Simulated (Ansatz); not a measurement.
# H4Si: the cost of one run

Method: PBE0-D4/def2-TZVP structures, single points in def2-TZVPP, no counterpoise correction; program: Ansatz 0.2.0, Gaussian basis.

Levels: SPW92, PBE-D4, BLYP-D4, r2SCAN-D4, B97M-V, PBE0-D4, B3LYP-D4, r2SCAN0-D4, BHLYP-D4, CAM-B3LYP-D4, wB97X-V, wB97M-V, B2PLYP, PBE-QIDH, RPA on PBE, Hartree-Fock, MP2, CCSD, CCSD(T).

Correlated methods freeze the cores. Orbitals are unrestricted. B3LYP uses VWN-RPA correlation. B2PLYP carries no dispersion term here.

94 further runs of the same task are left out: 94 set aside as unsound or not needed.

## 1. Where the work starts

The complex: 10 atoms, charge 0, spin multiplicity 2.

Atoms are counted from 1 here; the program's logs count them from 0.

Bond lengths: H1–Si4 1.483 Å, C2–O3 1.357 Å, C2–H5 1.083 Å, C2–H6 1.080 Å, O3–H7 0.961 Å, Si4–H8 1.488 Å, Si4–H9 1.484 Å, Si4–H10 1.484 Å. Angles: O3–C2–H5 119.1°, O3–C2–H6 113.9°, H5–C2–H6 121.6°, C2–O3–H7 109.7°, H1–Si4–H8 108.8°, H1–Si4–H9 110.3°, H1–Si4–H10 110.5°, H8–Si4–H9 108.5°, H8–Si4–H10 108.6°, H9–Si4–H10 110.1°.

As a file:

```xyz
10
CH7OSi
H     0.0684   -0.1865    1.7916
C    -0.0517    1.8127   -0.8990
O     0.6758    0.6761   -1.0462
Si   -0.1731   -1.4828    1.1135
H    -0.3719    2.3520   -1.7822
H     0.1061    2.3148    0.0438
H     0.5317    0.3101   -1.9226
H    -0.5923   -2.4847    2.1310
H    -1.2604   -1.3464    0.1125
H     1.0673   -1.9653    0.4577
```

Its parts: SiH₄ holds atoms 1, 4, 8, 9, 10; CH₃O radical holds atoms 2, 3, 5, 6, 7. Each part counts its atoms afresh in its own runs.

## 2. Relaxing SiH₄ alone

Input file relax-a/in.yaml:

```yaml
crystal:
  periodic: [false, false, false]
  atoms:
    - {symbol: H, position_ang: [0.068426, -0.186502, 1.791596]}
    - {symbol: Si, position_ang: [-0.173097, -1.482819, 1.113471]}
    - {symbol: H, position_ang: [-0.592260, -2.484657, 2.131028]}
    - {symbol: H, position_ang: [-1.260417, -1.346417, 0.112528]}
    - {symbol: H, position_ang: [1.067313, -1.965322, 0.457654]}
basis:
  gaussian: {orbitals: def2-TZVP}
hamiltonian: {xc: pbe0, dispersion: d4}
relax: {f_tol: 0.005, max_steps: 200}
```

The run is started by

```
ansatz run in.yaml --threads 4 --pin off --events-out ev --progress --plain --max-ram 9574MiB
```

**Question.** How long does this run take on 4 threads of Arm Neoverse V2, shared host?

About 1.2 s.
